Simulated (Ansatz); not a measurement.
# SiH3, doublet: the ladder up to full CI

Geometry: a point of a breathe scan, not a stationary point.

```xyz
4

Si    0.0001   -0.0001   -0.0481
H     1.5555    0.0160    0.4496
H    -0.7924    1.3408    0.4429
H    -0.7658   -1.3549    0.4468
```

Basis 6-31G; Ansatz 0.2.0. Only valence electrons are correlated (noble-gas cores frozen), which leaves 7 electrons in 14 orbitals. R marks a restricted (for open shells ROHF) determinant, U an unrestricted one. Active spaces: valence = (7e, 7o) chosen from the atoms' valence shells; pair = (3e, 3o) about the gap.

Full CI is exact within this basis and frozen core; it isn't the basis-set limit. The frozen core follows each run's orbitals, which can shift R against U totals by a few meV.

For open shells CISD and CISDTQ are restricted-active-space CI with the open shells as a complete middle space.

- UHF ⟨S²⟩: 0.755
- T1 diagnostic (RCCSD): 0.0136
- largest doubles amplitude (RCCSD): 0.053
- T1 diagnostic (UCCSD): 0.0092

| level | E − E(full CI) (meV) | share of correlation (%) | wall time |
| --- | --- | --- | --- |
| RHF | 2124 | 0.00 | – |
| UHF | 2104 | 0.95 | – |
| RMP2 | 675 | 68.24 | – |
| UMP2 | 668 | 68.54 | – |
| CISD | 113 | 94.66 | 0.27 s |
| RCCSD | 40 | 98.11 | – |
| UCCSD | 40 | 98.12 | – |
| RCCSD(T) | 14 | 99.36 | 0.24 s |
| UCCSD(T) | 13 | 99.37 | 0.24 s |
| BCCD(T) | 13 | 99.37 | 0.33 s |
| RCCSDT | 1 | 99.93 | – |
| UCCSDT | 1 | 99.94 | – |
| CISDTQ | 2 | 99.91 | 0.54 s |
| RCCSDT(Q) | 0 | 99.98 | 1.7 s |
| UCCSDT(Q) | 0 | 99.99 | 1.6 s |
| RCCSDTQ | 0 | 100.00 | 8.5 s |
| UCCSDTQ | 0 | 100.00 | 8 s |
| CASSCF (pair space) | 1630 | 23.24 | – |
| NEVPT2 (pair space) | 541 | 74.54 | 0.21 s |
| MRCISD (pair space) | 67 | 96.82 | – |
| MRCISD+Q (pair space) | -12 | 100.55 | 0.3 s |
| CASSCF (valence space) | 535 | 74.82 | – |
| NEVPT2 (valence space) | 155 | 92.71 | 1 s |
| MRCISD (valence space) | 15 | 99.29 | – |
| MRCISD+Q (valence space) | 8 | 99.64 | 1.4 s |

The correlation energy at full CI, counted from RHF, is -2.124 eV. That run took 0.9 s on 1 thread of Arm Neoverse V2, shared host over 182,260 determinants.

Times hold each run's SCF and search for its determinant on a shared host, so for small cases they say little of a method's own cost; they ran on 1 thread of Arm Neoverse V2.

Not variational, and here over 5 meV under the exact energy: MRCISD+Q (pair space).

The full-CI state has the irrep A' of Cs, in the program's axes (one component, if the state is degenerate).

Natural occupations of full CI about the gap: 1.970 1.950 1.950 0.996 0.047 0.033 0.033 0.005 0.004 0.004; effectively unpaired electrons, Σ n²(2−n)², 1.04.
